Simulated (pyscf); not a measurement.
A first-order saddle from PySCF, ωB97X-D3(BJ)/def2-SVP:

```xyz
12

N     -2.2540    -1.2652     0.8980
Ga    -0.5831    -0.6197     1.2244
H     -2.8167    -1.6739     1.6360
H     -2.8460    -0.8687     0.1758
H     -0.4616     1.1694     1.0881
H      0.3289    -1.0459     2.4053
O      0.2956    -0.2376    -0.4362
Si    -0.2061     1.6346    -0.4670
H      0.3421    -0.7709    -1.2391
H      0.9645     1.8538    -1.3787
H     -1.4971     1.4128    -1.1835
H     -0.3486     3.0401     0.0791
```
Charge 0, spin multiplicity 1.

Surface: singlet, charge 0. Lowest wavenumbers (cm⁻¹): 289i, 84, 161, 220, 237.

Question: What reaction is this the transition state of?

Answer: H₂N–GaH₂ + HO–SiH₃ <-> H₂N–GaH–OH + SiH₄, a four-centre exchange read from left to right: Ga–H, O–Si broken and Ga–O, H–Si formed. At ωB97M-D3(BJ)/def2-TZVP it lies +12.0 kcal/mol from the left side and +5.9 kcal/mol from the right (each side as separated species at their lowest minima found). On the reactant side the descent ends in an adduct with a Ga–O contact (not fully relaxed), 13.7 kcal/mol under the separated species and 21.7 kcal/mol under the saddle at ωB97X-D3(BJ)/def2-TZVP. What is counted as formed (Ga–O) is already present as a longer contact in the reactant adduct; forming that adduct is a step of its own. At ωB97X-D3(BJ) the barrier from the zero used here is 7.9 kcal/mol. The same reactants have a lower exit, to NH₃ + H₃Si–O–GaH₂ (highest point, the separated products, at -7.9 kcal/mol at ωB97M-D3(BJ), against +12.0 kcal/mol here). One saddle was located; it need not be the lowest between these sides. Elements up to Kr have no core potential and no relativistic terms here.
